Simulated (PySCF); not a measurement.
# C5H10S: the cost of one run

Programs: PySCF 2.14.0, with routines of our own; each step states its level. All values are computed. Atoms count from 0.

## Step 1: The starting structure

16 atoms, charge 0, multiplicity 1; geometry from: GFN2-xTB.

## Step 2: Relaxing the molecule at PBE0-D3(BJ)/def2-SVP

The job: settings as JSON, then the geometry in Å.

```
{"job": {"xc": "PBE0", "basis": "def2-SVP", "d3": "d3bj", "grid": 1, "kind": "geom"}, "charge": 0, "multiplicity": 1}
C      1.884936     0.732473    -0.080777
C      1.136366    -0.539696     0.306713
C     -0.235740    -0.227754     0.855843
C     -1.347065    -1.228860     0.765597
C     -1.373947    -0.001335    -0.093165
S     -2.602766     1.265214     0.274868
H      2.872358     0.492825    -0.467829
H      2.003206     1.382000     0.783979
H      1.337786     1.277474    -0.847126
H      1.038817    -1.188529    -0.566478
H      1.707562    -1.082630     1.064009
H     -0.222937     0.396082     1.742450
H     -2.051740    -1.287972     1.580901
H     -1.154958    -2.175800     0.283448
H     -1.204516    -0.111971    -1.156016
H     -1.794962     2.307421     0.077139
```

Command:

```sh
OMP_NUM_THREADS=1 python excited_run.py task.json out
```

This one command runs all jobs of the session in turn.

**Question.** How long does this first job take on 1 thread of Intel Xeon Platinum 8488C, shared host, and how much memory does it need?

About 20 s, with a peak of 0.66 GiB.
